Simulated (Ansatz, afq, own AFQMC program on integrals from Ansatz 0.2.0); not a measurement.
**AFQMC, coupled cluster and functionals along a coordinate of AlSiH₃, singlet**

```yaml
atoms:
  - { symbol: Si, position_ang: [-1.1719, 0.0063, 0.0220] }
  - { symbol: Al, position_ang: [1.4166, -0.0076, -0.0266] }
  - { symbol: H, position_ang: [-1.7486, 1.3889, 0.0076] }
  - { symbol: H, position_ang: [-1.7365, -0.6584, 1.2401] }
  - { symbol: H, position_ang: [-1.7815, -0.7021, -1.1488] }
```

The Si1–Al2 distance is changed with both sides rigid. Energies in eV count from this geometry (2.589 Å) at the same level; the start stands on RHF, each point on the determinant named.

Basis cc-pVDZ. Only valence electrons are correlated. Integrals, coupled cluster, full CI and functionals: Ansatz 0.2.0; the random walks run on the same integrals in our own AFQMC program. The CISD trial takes its coefficients from CCSD amplitudes. Released means that phaseless walkers are propagated on without the constraint, phases kept. Uncertainties: one standard error, sampling alone.

Cautions, each for one point or more: CCSDT(Q) on the RHF determinant differs, by its state or its frozen core; an unrestricted solution with more broken spin lies lower, while this determinant keeps restricted orbitals; cluster runs in doubt by the program's own checks; higher spins were not checked; restricted determinant unstable towards unrestricted; strong correlation; the ph-AFQMC/CISD walk drifts between its halves; unrestricted determinant spin contaminated; walk and cluster series may follow different spin states.

```tsv
r(Si1–Al2) / Å	det.	T1	weight	⟨S²⟩	CCSD(T)	ph-AFQMC/CISD	released AFQMC	CCSDT(Q)	r2SCAN	wB97M-V
2.376	UHF	0.016	0.85	0.00	0.198	0.225 ± 0.015	0.199 ± 0.018*	0.199	0.176	0.172
2.883	RHF	0.014	0.85	pure	0.154	0.174 ± 0.014	0.158 ± 0.017*	0.152	0.156	0.166
3.570	UHF	0.018	0.84	0.00	1.040	1.072 ± 0.017	1.014 ± 0.026*	1.024	1.033	1.111
4.829	UHF‡¶	0.023	0.86	0.97	2.142	2.091 ± 0.016	2.048 ± 0.024*	2.065	2.039§	2.348§
6.956	UHF‡¶	0.013	0.87	1.02	2.242	2.270 ± 0.013	2.252 ± 0.016*	2.248	2.279§	2.574§
```

Weight is that of the determinant in the CISD state; at the start T1 is 0.015 and the weight 0.85. ¶ marks points with a poor determinant and no full CI, where no value is sure; they don't count among the departures. An asterisk marks released energies that aren't shown to be converged. A double dagger marks points where the walks on two determinants ended up to 0.416 eV apart; the lower is shown. § marks a functional whose ⟨S²⟩ is too high by over 0.1. Largest departures from CCSDT(Q), at the points where its series has closed: CCSD(T) 0.016 eV at 3.570 (on UHF), ph-AFQMC/CISD 0.048 eV at 3.570 (on UHF), r2SCAN -0.022 eV at 2.376, wB97M-V 0.088 eV at 3.570. Functionals count only at points shown to share the start's state and spin. In this small basis the wave-function levels are far from their limit, so their gap to the functionals isn't the functionals' error.

Some points may be missing: those where a free walk finds a much lower state, and past Zn most of those on another determinant than at the start.

A walk keeps the symmetry of its determinant, which the program's search chose and which needn't be the lowest solution, so a lower state of the same spin and another symmetry isn't excluded.
